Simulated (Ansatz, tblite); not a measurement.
## Diamond-structure Ge, elastic constant C11

Reference value: 131 GPa (measured, low temperature, no zero-point or thermal correction; as tabulated in Tanner et al. (2021), arXiv:2110.11888).

Problem. What do GFN2-xTB, LDA, PBE, PBE-D3(BJ), r²SCAN, LC-ωPBE give, and how far is each from the reference?

Solution. 
| level (code) | value (GPa) | cell (Å³/atom) | difference (%) |
|---|---|---|---|
| GFN2-xTB (tblite) | 73.0 | 23.56 | -44 |
| LDA (Ansatz) | 122 | 22.21 | -6.9 |
| PBE (Ansatz) | 104 | 23.89 | -21 |
| PBE-D3(BJ) (Ansatz) | 111 | 23.14 | -15.3 |
| r²SCAN (Ansatz) | 127 | 22.84 | -3.1 |
| LC-ωPBE (Ansatz) | 167 | 21.56 | +27 |

Nearest, and too close to rank with a margin of 5.0 % (twice that across the reference) picked here for doubts on the reference and the settings, and for temperature and zero-point motion: r²SCAN (-3.1 %), LDA (-6.9 %). Farthest off: GFN2-xTB (-44 %). Within 20 %: LDA, PBE-D3(BJ), r²SCAN.

The reference has no zero-point or thermal correction, while the calculations are for a static lattice, so the differences are not the levels' errors alone.  GFN2-xTB: the method was fitted mainly to molecules. GFN2-xTB: the run uses a supercell at the zone centre in place of a k mesh. LDA, PBE, PBE-D3(BJ): the solid has no gap at this level, which affects its response. PBE-D3(BJ): the dispersion coefficients are held fixed in the derivatives. Each level is taken at its own relaxed cell. Cutoffs and k meshes differ between the levels. Ansatz's density-functional and Hartree–Fock values are scalar-relativistic unless marked +SOC, with PAW data made under PBE.

Differences are worked out from the printed values.

Ansatz is a quantum-chemistry and plane-wave program.
